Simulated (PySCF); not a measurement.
hydrogen isocyanide (CHN), SMILES [NH+]#[C-]. Heavy atoms are numbered as in [C-:1]#[NH+:2]. Hydrogens are named by the atom that carries them.

The structure is a stationary point at r2SCAN-D4/def2-TZVPD.

Level of theory: KT2/pcSseg-2 (PySCF).

GIAO shieldings, no solvent; atoms alike by connectivity are averaged. δ = σ(ref) − σ: ¹³C against TMS (σ = 184.2 ppm); ¹⁵N against NH3 (σ = 261.9 ppm); ¹H against TMS (σ = 31.47 ppm), references at their B3LYP-D3(BJ)/def2-TZVP geometries, non-relativistic.

Task: Estimate the chemical shifts. (Estimate from the structure and the level; the computed values follow.)

Result: 
| nucleus | atoms | count | δ (ppm) |
|---|---|---|---|
| ¹³C | C1 | 1 | 161.2 |
| ¹⁵N | N2 (NH) | 1 | 159.0 |
| ¹H | H on N2 | 1 | 4.12 |
